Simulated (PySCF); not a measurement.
# C4H10O2 (1,2-dimethoxyethane): the cost of one run

Computed with PySCF 2.14.0, with density-fitted response routines of our own, on a single molecule in the gas phase. Atoms count from 0, in the outputs and in this text.

### 1 Starting geometry

16 atoms, charge 0, multiplicity 1; geometry from: MMFF94s. The atoms were then displaced at random by about 0.03 Å, so the start is not that level's minimum.

Bonds of the start (Å): C0–O1 1.33, O1–C2 1.40, C2–C3 1.66, C3–O4 1.34, O4–C5 1.42, C0–H6 1.10, C0–H7 1.04, C0–H8 1.21, C2–H9 1.11, C2–H10 1.05, C3–H11 1.14, C3–H12 1.07, C5–H13 1.05, C5–H14 1.14, C5–H15 1.13.

### 2 Optimising the geometry at PBE0-D3(BJ)/def2-SVP

Job settings and geometry (Å):

```
{"job": {"xc": "PBE0", "basis": "def2-SVP", "d3": "d3bj", "grid": 1, "shake": 0.03, "kind": "geom"}, "charge": 0, "multiplicity": 1}
C     -2.912310    -0.135990    -0.348990
O     -1.762960    -0.536650     0.178650
C     -0.705210     0.261040    -0.287100
C      0.744300    -0.261210     0.340350
O      1.737490     0.503000    -0.127030
C      2.961810     0.073760     0.444130
H     -2.925940    -0.128220    -1.453110
H     -3.732790    -0.681220    -0.004070
H     -3.174400     0.986320     0.012050
H     -0.797180     1.306880     0.064420
H     -0.604230     0.227100    -1.328830
H      0.595070    -0.233050     1.465190
H      0.704220    -1.283540     0.026680
H      3.729120     0.705780     0.099560
H      3.155520    -1.002450     0.136660
H      2.953130     0.164520     1.566000
```

The run is started by

```bash
$ OMP_NUM_THREADS=1 python probes_run.py task.json out
```

This one command runs all jobs of the session in turn.

**Question.** How long does this first job take on 1 thread of Arm Neoverse V2, shared host, and how much memory does it need?

About 42 s, with a peak of 0.5 GiB.
